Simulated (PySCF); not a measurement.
Basis-set dependence of population analyses: `[SiH3]CCl`

Compound: CH₅ClSi.
Bonds: Si1–C2, C2–Cl3. Hydrogens: H4, H5, H6 on Si1; H7, H8 on C2.

PBE0 throughout (PySCF), one geometry, spherical d and f functions. Isolated species at its PBE0-D3(BJ)/def2-SVP geometry, gas phase. Atoms taken as equivalent share a column and are averaged.

Mulliken charges (e):

```json
{"basis": "STO-3G", "functions": "28", "Si1": "+0.561", "C2": "-0.280", "Cl3": "-0.168", "H4/H5/H6": "-0.107", "H7/H8": "+0.103"}
{"basis": "6-31G", "functions": "45", "Si1": "+0.575", "C2": "-0.813", "Cl3": "+0.011", "H4/H5/H6": "-0.089", "H7/H8": "+0.248"}
{"basis": "pcSseg-0", "functions": "45", "Si1": "+0.585", "C2": "-1.066", "Cl3": "-0.044", "H4/H5/H6": "-0.038", "H7/H8": "+0.319"}
{"basis": "6-31G*", "functions": "60", "Si1": "+0.396", "C2": "-0.658", "Cl3": "-0.058", "H4/H5/H6": "-0.053", "H7/H8": "+0.240"}
{"basis": "cc-pVDZ", "functions": "75", "Si1": "+0.268", "C2": "-0.257", "Cl3": "-0.122", "H4/H5/H6": "-0.035", "H7/H8": "+0.108"}
{"basis": "def2-SVP", "functions": "75", "Si1": "+0.390", "C2": "-0.282", "Cl3": "-0.163", "H4/H5/H6": "-0.059", "H7/H8": "+0.116"}
{"basis": "aug-cc-pVDZ", "functions": "122", "Si1": "-0.185", "C2": "-0.105", "Cl3": "-0.130", "H4/H5/H6": "+0.199", "H7/H8": "-0.089"}
{"basis": "6-311+G(2d,p)", "functions": "127", "Si1": "+0.343", "C2": "-0.546", "Cl3": "-0.002", "H4/H5/H6": "-0.053", "H7/H8": "+0.182"}
{"basis": "def2-TZVP", "functions": "135", "Si1": "+0.142", "C2": "-0.261", "Cl3": "-0.146", "H4/H5/H6": "-0.013", "H7/H8": "+0.152"}
{"basis": "cc-pVTZ", "functions": "168", "Si1": "+0.185", "C2": "-0.215", "Cl3": "-0.154", "H4/H5/H6": "-0.020", "H7/H8": "+0.122"}
{"basis": "IGLO-III", "functions": "173", "Si1": "+0.725", "C2": "-0.536", "Cl3": "-0.032", "H4/H5/H6": "-0.161", "H7/H8": "+0.163"}
```

IAO charges (e):

```json
{"basis": "STO-3G", "functions": "28", "Si1": "+0.652", "C2": "-0.515", "Cl3": "-0.081", "H4/H5/H6": "-0.117", "H7/H8": "+0.148"}
{"basis": "6-31G", "functions": "45", "Si1": "+0.463", "C2": "-0.523", "Cl3": "-0.097", "H4/H5/H6": "-0.069", "H7/H8": "+0.182"}
{"basis": "pcSseg-0", "functions": "45", "Si1": "+0.453", "C2": "-0.539", "Cl3": "-0.088", "H4/H5/H6": "-0.064", "H7/H8": "+0.183"}
{"basis": "6-31G*", "functions": "60", "Si1": "+0.591", "C2": "-0.525", "Cl3": "-0.095", "H4/H5/H6": "-0.105", "H7/H8": "+0.172"}
{"basis": "cc-pVDZ", "functions": "75", "Si1": "+0.585", "C2": "-0.516", "Cl3": "-0.097", "H4/H5/H6": "-0.104", "H7/H8": "+0.171"}
{"basis": "def2-SVP", "functions": "75", "Si1": "+0.605", "C2": "-0.516", "Cl3": "-0.089", "H4/H5/H6": "-0.111", "H7/H8": "+0.166"}
{"basis": "aug-cc-pVDZ", "functions": "122", "Si1": "+0.586", "C2": "-0.518", "Cl3": "-0.104", "H4/H5/H6": "-0.104", "H7/H8": "+0.173"}
{"basis": "6-311+G(2d,p)", "functions": "127", "Si1": "+0.618", "C2": "-0.534", "Cl3": "-0.099", "H4/H5/H6": "-0.112", "H7/H8": "+0.175"}
{"basis": "def2-TZVP", "functions": "135", "Si1": "+0.628", "C2": "-0.537", "Cl3": "-0.095", "H4/H5/H6": "-0.115", "H7/H8": "+0.174"}
{"basis": "cc-pVTZ", "functions": "168", "Si1": "+0.613", "C2": "-0.533", "Cl3": "-0.098", "H4/H5/H6": "-0.111", "H7/H8": "+0.175"}
{"basis": "IGLO-III", "functions": "173", "Si1": "+0.627", "C2": "-0.538", "Cl3": "-0.092", "H4/H5/H6": "-0.115", "H7/H8": "+0.174"}
```

Some averages cover members that differ in this geometry, most widely: H4/H5/H6, Mulliken in aug-cc-pVDZ +0.175 to +0.211 e.

**Question.** Which scheme is steadiest as the basis changes?

**Answer.** Largest range over the bases for any column: IAO 0.20 e, Mulliken 0.96 e. IAO charges move least and Mulliken charges most, counted in e. Without the minimal STO-3G basis the ranges are IAO 0.18, Mulliken 0.96 e.

**Question.** How much do the charges still move between the two largest bases, cc-pVTZ and IGLO-III?

**Answer.** At most, over all atoms: Mulliken 0.539 e, IAO 0.014 e.

**Question.** What do the same runs give for the total energy, the frontier levels and the dipole moment?

**Answer.** 
```csv
basis,energy (Eh),HOMO (eV),LUMO (eV),μ (D)
STO-3G,-781.6695,-6.13,4.55,2.29
6-31G,-790.3708,-8.12,0.40,2.09
pcSseg-0,-789.4960,-8.20,0.36,2.09
6-31G*,-790.4286,-8.08,0.32,1.85
cc-pVDZ,-790.4715,-8.06,0.36,1.67
def2-SVP,-790.2023,-8.00,0.50,1.60
aug-cc-pVDZ,-790.4780,-8.18,-0.34,1.72
"6-311+G(2d,p)",-790.5039,-8.19,-0.30,1.71
def2-TZVP,-790.5086,-8.14,0.04,1.66
cc-pVTZ,-790.5169,-8.15,0.07,1.67
IGLO-III,-790.5062,-8.08,0.06,1.51
```

The dipole is fixed by the density alone, so its range of 0.78 D shows that the density itself changes with the basis, not only its division among atoms.
